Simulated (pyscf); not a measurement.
Thermochemistry of product channels of GeH₂ [singlet] + SiH₄ on the singlet surface, in eV, from ωB97M-D3(BJ)/def2-TZVP energies (ideal gas, 1 atm, RRHO with modes under 100 cm⁻¹ raised to 100, one conformer, R ln 2 for rigid chiral ones). Structures and frequencies: ωB97X-D3(BJ)/def2-SVP in PySCF.

```csv
products,ΔE,ΔH(298 K),ΔG(298 K),ΔG(600 K)
H₃Si–GeH: [singlet] + H₂,+0.09,+0.06,+0.05,+0.02
H₂Si=GeH₂ + H₂,+0.43,+0.41,+0.43,+0.43
```

These are energies of the channels, which say nothing of barriers. H₂Si=GeH₂ may be a fragile minimum: a first optimisation, from another start, lost the drawn bonds. Elements up to Kr have no core potential and no relativistic terms here.
